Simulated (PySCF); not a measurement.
# Gas-phase XPS of `C[C+]1OCCO1`, computed

Compound: C₄H₇O₂ (charge +1).
Numbering: `[CH3:1][C+:2]1[O:3][CH2:4][CH2:5][O:6]1`

Computed, not measured: PySCF 2.14.0, delta-SCF UKS SCAN, pcX-2 on the ionised atom, pcseg-1 elsewhere, spin-free X2C. Vertical ΔSCF values, vacuum level as zero.

Q: List the computed XPS lines with their assignment.

A: 
| atom(s) | bonded to | level | binding energy (eV) | above the level's lowest (eV) | count |
| --- | --- | --- | --- | --- | --- |
| C1 | C and 3 H | C 1s | 296.95 | 0.00 | 1 |
| C2 | 2 O and C | C 1s | 301.63 | +4.68 | 1 |
| O3/O6 | 2 C | O 1s | 546.36 | 0.00 | 2 |
| C4/C5 | O, C and 2 H | C 1s | 298.59 | +1.64 | 2 |

Lowest listed C 1s: C1, bonded to C and 3 H. Highest, 4.68 eV above it: C2, bonded to 2 O and C. The widest gap between neighbouring values is 3.04 eV, between 298.59 and 301.63 eV. Summing the Pauling electronegativity differences to the bonded atoms, each weighted by its formal bond order, gives -1.05 for the lowest site and +1.78 for the highest; no listed site has a larger sum than the highest.

Q: Which effective nuclear charge Zeff reproduces each element's mean 1s value in the hydrogen-like formula E = 13.606 eV × Zeff²?

A: C (Z = 6): mean 298.9 eV, Zeff = 4.69, Z − Zeff = 1.31; O (Z = 8): mean 546.4 eV, Zeff = 6.34, Z − Zeff = 1.66. Means run over the listed sites, weighted by atom count.

Q: Which photon energy gives electrons from C 1s of C2 a kinetic energy of 100 eV, and what is their de Broglie wavelength?

A: hν = 301.63 + 100 = 401.63 eV, recoil neglected; λ = 12.264 Å/√(E/eV) = 1.23 Å.

One atom of each set of topologically equivalent atoms was ionised and stands for the set; in this conformer not all members are related by symmetry, and their own values weren't computed. The species carries charge +1, so core ionisation leaves charge +2. Geometry: PBE0-D3(BJ)/def2-SVP; no solvent, vibrations or thermal averaging.
